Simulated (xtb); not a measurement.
xtb input (GFN2-xTB):

```bash
xtb mol.xyz --gfn 2 --ohess tight --chrg 0 --uhf 0
```
mol.xyz:
```
5

C      0.00982549     0.03168719     0.05003265
F      0.00256112     1.08745262    -0.74066050
F      0.03460865    -1.11010350    -0.74526385
H     -0.88290943     0.01419821     0.70598434
H      0.90314014     0.03276881     0.65851995
```

End of the output:

```
optimized geometry written to: xtbopt.xyz

           -------------------------------------------------
          | TOTAL ENERGY              -12.617253883869 Eh   |
          | TOTAL ENTHALPY            -12.582500746754 Eh   |
          | TOTAL FREE ENERGY         -12.610564556764 Eh   |
          | GRADIENT NORM               0.000205886091 Eh/α |
          | HOMO-LUMO GAP              14.707999674431 eV   |
           -------------------------------------------------

------------------------------------------------------------------------
------------------------------------------------------------------------
 total:
 SCF:
 ANC optimizer:
 analytical hessian:
```
